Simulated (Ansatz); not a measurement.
# Relaxing Mg2F3

Theory: Ansatz, DFT PBE, scalar-relativistic, plane waves, PAW.

The start puts Mg2F3 on the tetradymite structure type (R-3m, No. 166), with Mg in place of Bi, F in place of Te, at a guessed volume.

The final relaxation ran on this input, with the default PAW datasets:

```yaml
crystal:
  lattice:
    - [1.667083624, 0.9624911791, 7.6375112562]
    - [-1.667083624, 0.9624911791, 7.6375112562]
    - [0.0, -1.9249823582, 7.6375112562]
  atoms:
    - { symbol: Mg, position: [0.3978951548, 0.3978951548, 0.3978951548] }
    - { symbol: Mg, position: [0.6021048452, 0.6021048452, 0.6021048452] }
    - { symbol: F, position: [0.0, 0.0, 0.0] }
    - { symbol: F, position: [0.2383610356, 0.2383610356, 0.2383610356] }
    - { symbol: F, position: [0.7616389644, 0.7616389644, 0.7616389644] }
basis:
  ecutwfc: 420
kpoints:
  mp_grid: { grid: [12, 12, 12] }
hamiltonian:
  xc: pbe
scf:
  occupations: { method: gaussian, width: 0.1 }
output:
  forces: true
  stress: true
  eigenvalues: true
relax:
  adjacent_minimum: "off"
  f_tol: 0.01
  max_steps: 80
  cell: { stress_tol: 0.05 }
```

Launched as:

```bash
ansatz run input.yaml --threads 1 --pin off --max-ram 2560MiB --backend cpu --events-out ev --progress --plain --runs-dir out
```

The run took 120 s on 1 thread of Intel(R) Xeon(R) Platinum 8488C (Sapphire Rapids), on a shared host, peak memory 0.58 GiB.

End of the output:

```
SCF converged after 5 iterations
Free energy (F): -6278.016901 eV
Harris-Foulkes:  -6278.016901 eV  (|F-HF|=0.00e0)
Internal energy: -6278.013907 eV  (E = F + TS)
E sigma→0 (E₀):  -6278.015404 eV
Entropy (-TS):   -0.002994 eV (-0.599 meV/atom)
Fermi energy:    7.320410 eV
--- Per-component energies (eV) ---
  E_band       = -881.682608
  E_kinetic    = 773.636273
  E_local      = -5882.320575  (includes V_loc(G=0)·N_el)
  E_nonlocal   = 409.997027
  E_hartree    = 2228.198288
  E_xc         = -298.569425
  E_vxc        = -383.136226  (∫ρ·V_xc dr)
  E_paw        = -1187.080510  (= ΣΔE_a)
  E_vpaw       = -256.261841  (= ΣTr[D̂ρ^β])
  E_aug_tail   = 0.006191  (compensation charges beyond the density's cutoff)
  E_ewald      = -2321.881175
  E_smearing   = -0.002994  (= −TS)
  E_closure    =  0.000000  (closes the sum)
  Σ components = -6278.016901   (vs F -6278.016901, Δ=0.00e0)
--- Forces (eV/Å), atoms counted from 1 ---
  atom   1  Mg     0.00000000     0.00000000    -0.00063226
  atom   2  Mg     0.00000000     0.00000000     0.00063226
  atom   3  F      0.00000000     0.00000000     0.00000000
  atom   4  F      0.00000000     0.00000000    -0.00040236
  atom   5  F      0.00000000     0.00000000     0.00040236
  max |Σ_I F_I| component: 2.31e-18 eV/Å
--- Stress (GPa, compression-positive) ---
        0.002042       0.000000       0.000000
        0.000000       0.002042       0.000000
        0.000000       0.000000       0.040972
  P = ⅓ Tr σ = 0.0150 GPa (0.150 kbar)
--- Relaxed structure (6 steps of the walk, 6 accepted, 3 SCFs on fresh bases) ---
  F+E_penalty+E_count = -6278.01690116 eV   max|allowed force component| = 6.323e-4 eV/Å   (the final SCF, on the basis selected at the relaxed cell)
  cell:  # Å, volume = 74.9174 Å³
    - [1.668355, 0.963225, 7.769895]
    - [-1.668355, 0.963225, 7.769895]
    - [0.000000, -1.926450, 7.769895]
  atoms:
    - { symbol: Mg, position: [0.397110, 0.397110, 0.397110] }
    - { symbol: Mg, position: [0.602890, 0.602890, 0.602890] }
    - { symbol: F, position: [0.000000, 0.000000, 0.000000] }
    - { symbol: F, position: [0.239712, 0.239712, 0.239712] }
    - { symbol: F, position: [0.760288, 0.760288, 0.760288] }
```

Absolute energies hang on the potentials; compare differences alone.

The result has space group R-3m (No. 166). Around Mg lie 3 F at 2.05 Å and 3 F at 2.43 Å; F on Wyckoff site a (1 atom of the primitive cell) has 6 Mg at 2.43 Å; F on Wyckoff site c (2 atoms of the primitive cell) has 3 Mg at 2.05 Å.

Against the elements it lies at -2.73 eV/atom. The zero of energy is the elements' standard structures at the same level (F₂ as a molecule); no fitted shifts are applied.

The k mesh leaves about 4 meV/atom of noise in metals. Weakly bound directions are ill-defined at this level, which has no dispersion term.

Symmetry constrained the relaxation, so the result can be a saddle point.